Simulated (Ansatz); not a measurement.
H2N, SMILES `[NH2+]` (lower triplet) (charge 1, multiplicity 3). This triplet lies 1.22 eV below the relaxed singlet at the level composite: frozen-core CCSD(T) with HF/cc-pV5Z and the correlation energy extrapolated as X^-3 from cc-pVQZ and cc-pV5Z, plus full CI minus CCSD(T) in cc-pVDZ // PBE0-D3(BJ)/def2-TZVP (Ansatz, an electronic-structure program).

The numbers are results of LDA/cc-pVTZ // PBE0-D3(BJ)/def2-TZVP (Ansatz), not measurements.

Ansatz 0.2 input:
```yaml
crystal:
  periodic: [false, false, false]
  atoms:
    - { symbol: N, position_ang: [0.000422, -0.15761, 0.0] }
    - { symbol: H, position_ang: [1.00668, 0.081491, -0.000004] }
    - { symbol: H, position_ang: [-1.007102, 0.07612, 0.000004] }
basis:
  gaussian: { orbitals: cc-pVTZ }
hamiltonian:
  xc: lda
total_charge: 1
magnetization:
  spin_polarized: true
  initial_magnetization: 2
```

Output:

```
Functional definition: SPW92
295 factors; their error is unknown
mean field evaluation 1: about -1490.9509 eV, gradient 3.9e1 eV
mean field evaluation 2: about -1489.8953 eV, gradient 4.0e1 eV
mean field evaluation 4: about -1496.5611 eV, gradient 2.3e-1 eV
mean field evaluation 8: about -1496.5559 eV, gradient 1.8e-3 eV
mean field -1496.55590976 eV, -54.9974152817 hartree, gradient 5.2e-6 eV, S^2 2.005790; 0 other end points of the search recorded, 0 dependent functions left out
reference -1496.55592348 eV, -54.9974157857 hartree; 5, 3 occupied and 53, 55 virtual orbitals, 295 factors
Total energy: -1496.55592348 eV, -54.9974157857 hartree
```
